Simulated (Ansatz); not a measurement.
# What a trial cell of Hf2Cl relaxes into

Theory: Ansatz 0.2.0, DFT PBE, scalar-relativistic, plane waves, PAW. Cutoff 420 eV, Γ-centred k mesh, Gaussian smearing, no spin polarisation in the final step.

The start puts Hf2Cl on the MoSi2 (C11b) structure type (I4/mmm, No. 139), with Cl in place of Mo, Hf in place of Si, at a guessed volume.

```xyz
3
Lattice="-1.8558 1.8558 4.5526 1.8558 -1.8558 4.5526 1.8558 1.8558 -4.5526" Properties=species:S:1:pos:R:3 pbc="T T T"
Hf    0.0000    0.0000    6.0550
Hf    0.0000    0.0000    3.0503
Cl    0.0000    0.0000    0.0000
```

Cell and atoms relax at zero pressure; the relaxation can't lower the symmetry of the start. After a coarse first stage the cell is made exact in the group found at 0.06 Å.

Formation energies are uncorrected and refer to the elements' standard structures at the same level (Cl₂ as a molecule).

Q: Describe the relaxed structure.

A: It keeps I4/mmm (No. 139), but not the shape of the type it started on. Conventional cell: a = 3.131 Å, c = 13.193 Å. Around Hf lie 8 Hf at 3.00–3.13 Å and 4 Cl at 3.18 Å; around Cl lie 4 Cl at 3.13 Å and 8 Hf at 3.18 Å.

```xyz
3
Lattice="-1.5653 1.5653 6.5963 1.5653 -1.5653 6.5963 1.5653 1.5653 -6.5963" Properties=species:S:1:pos:R:3 pbc="T T T"
Hf    0.0000    0.0000    8.8788
Hf    0.0000    0.0000    4.3138
Cl    0.0000    0.0000    0.0000
```

Q: What are its volume, energy, density and gap?

A: The volume per atom is 21.55 Å³, the density is 10.08 g/cm³ and the energy over the elements is -0.29 eV/atom. The gap on the 20×20×20 mesh is 0 eV (a metal).

The final run used a 20×20×20 mesh on its 3-atom cell and 0.10 eV smearing. The k mesh leaves about 4 meV/atom of noise in metals. Spin–orbit coupling is left out. Symmetry constrained the relaxation, so the result can be a saddle point.

Cost: 3 runs of about 5.2 core-minutes in all, on Intel Xeon Platinum 8488C (Sapphire Rapids) (shared hosts).